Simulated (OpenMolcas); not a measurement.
## Predicting a hybrid from its neighbours: BH2F

BH2F has 4 atoms, charge 0, and is taken as a singlet. SMILES: `BF`. The coordinates come from a PBE0-D4/def2-TZVP relaxation.

The vertical ionisation energy (to the doublet cation) y, in eV, basis cc-pVTZ; a is the functional's share of exact exchange. Programs: OpenMolcas 26.06.

| functional | program | a | y (eV) |
| --- | --- | --- | --- |
| r2SCAN | OpenMolcas | 0 | 12.21 |
| PBE | OpenMolcas | 0 | 12.06 |
| B3LYP | OpenMolcas | 0.2 | 12.46 |
| PBE0 | OpenMolcas | 0.25 | ? |
| BHLYP | OpenMolcas | 0.5 | 12.66 |

Question: Fit y = c + s·a to the known rows and predict PBE0.

Answer: 
1. Means of the 4 rows: a = 0.1750, y = 12.348.
2. Σ(Δa)² = 0.1675, Σ(Δa·Δy) = 0.17875, so the slope is 0.17875/0.1675 = 1.0672.
3. Intercept: 12.348 − (1.0672) × 0.1750 = 12.161. The largest residual of the fit is 0.10.
4. PBE0: 12.161 + (1.0672) × 0.25 = 12.43 eV.

The run gave 12.39 eV, so the prediction is off by +0.04 eV, within the scatter of the fit. The rows mix families of semi-local functionals, which the line can't see.
